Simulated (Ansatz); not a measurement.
# C4H8O: ranking of conformers in Python

Aim: a ranking of conformers, for C4H8O, run from a script.

Program: Ansatz 0.2.0 through its Python package. Level of theory: MP2/cc-pVDZ. These are calculated values, not measurements.

## Step 1: Starting point

The script builds its own geometries from the SMILES CCC1CO1.

The script holds or builds the structure itself.

## Step 2: The script

File conformers.py:

```python
'''Rank force-field conformers of C4H8O by single points.'''

import logging
import sys

import ansatz as az
from rdkit import Chem
from rdkit.Chem import AllChem

logging.basicConfig(stream=sys.stdout, format='%(name)s: %(message)s')
log = logging.getLogger('calc')
log.setLevel(logging.INFO)

BASIS_SET = 'cc-pVDZ'
METHOD = 'mp2'


def main() -> None:
    rd = Chem.AddHs(Chem.MolFromSmiles('CCC1CO1'))
    ids = list(AllChem.EmbedMultipleConfs(rd, numConfs=20, randomSeed=121, pruneRmsThresh=0.4))
    field = [energy for _, energy in AllChem.MMFFOptimizeMoleculeConfs(rd)]
    distinct = {round(e, 2): i for i, e in zip(ids, field)}
    chosen = sorted(distinct.items())[:5]
    found = []
    for force_field, index in chosen:
        molecule = az.Crystal.molecule()
        for atom, xyz in zip(rd.GetAtoms(), rd.GetConformer(index).GetPositions()):
            molecule = molecule.atom(atom.GetSymbol(), xyz.round(5).tolist())
        model = molecule.calculation()
        model = model.basis(gaussian=BASIS_SET).correlation(METHOD)
        found.append(model.run(threads=1).report['free_energy_ev'])
    log.info('conformer   MMFF (kcal/mol)   this level (eV)')
    for (force_field, index), e in zip(chosen, found):
        log.info(f'{index:9d} {force_field - chosen[0][0]:17.2f} {(e - min(found)):17.3f}')


if __name__ == '__main__':
    main()
```

## Step 3: The input behind the calls

The package turns the script's settings into the engine's input (first run):

```yaml
crystal:
  periodic: [false, false, false]
  atoms:
    - { symbol: C, position_ang: [-1.54734, -0.545, 0.11769] }
    - { symbol: C, position_ang: [-0.57693, 0.21799, -0.76852] }
    - { symbol: C, position_ang: [0.59618, 0.71327, 0.01366] }
    - { symbol: C, position_ang: [1.84307, -0.11642, 0.16759] }
    - { symbol: O, position_ang: [1.76588, 0.96365, -0.77495] }
    - { symbol: H, position_ang: [-2.4059, -0.8915, -0.46568] }
    - { symbol: H, position_ang: [-1.91801, 0.08858, 0.93028] }
    - { symbol: H, position_ang: [-1.06329, -1.41784, 0.56814] }
    - { symbol: H, position_ang: [-1.09224, 1.07379, -1.21884] }
    - { symbol: H, position_ang: [-0.25265, -0.43091, -1.59074] }
    - { symbol: H, position_ang: [0.34086, 1.43485, 0.77813] }
    - { symbol: H, position_ang: [1.85578, -1.12446, -0.22698] }
    - { symbol: H, position_ang: [2.45459, 0.034, 1.04824] }
basis:
  gaussian:
    orbitals: cc-pVDZ
correlation:
  method: mp2
```

## Step 4: Launch

On the command line:

```bash
$ python conformers.py
```

**Question.** What results will this script give? Wanted: lowest; next above it by.

The runs gave:

| quantity | value |
| --- | --- |
| runs compared | 3 |
| lowest | run 2 |
| next above it by | 0.012 eV |

The structures are force-field minima, not relaxed at this level. Of those tried, run 2 is lowest; run 1 lies 0.012 eV above it, too close to rank at these settings. The conformers keep their force-field geometries.
